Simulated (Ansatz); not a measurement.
fcc Ca was calculated with PBE0 in Ansatz (plane waves, PAW).

Numerical settings: plane-wave cutoff 460 eV, 10×10×10 k mesh, Fermi–Dirac smearing 0.05 eV, scalar-relativistic PAW data made under PBE.

Cell (relaxed at this level):

```
CELL_PARAMETERS angstrom
      0.00000     2.79044     2.79044
      2.79044     0.00000     2.79044
      2.79044     2.79044     0.00000
ATOMIC_POSITIONS crystal
  Ca 0.00000 0.00000 0.00000
```

Problem. Predict the bulk modulus B0 and pressure derivative B′ of the bulk modulus.

Solution. 
- bulk modulus B0: 17.9 GPa
- pressure derivative B′ of the bulk modulus: 3.6

Measured, for comparison: bulk modulus 18.6 GPa (corrected for temperature and zero-point phonon effects, our sources range from 15.9 to 18.7; as tabulated in Levämäki et al. (2014), arXiv:1402.3671). Computed (rounded) less measured: bulk modulus not scored (sources differ).

Ansatz is an electronic-structure program.
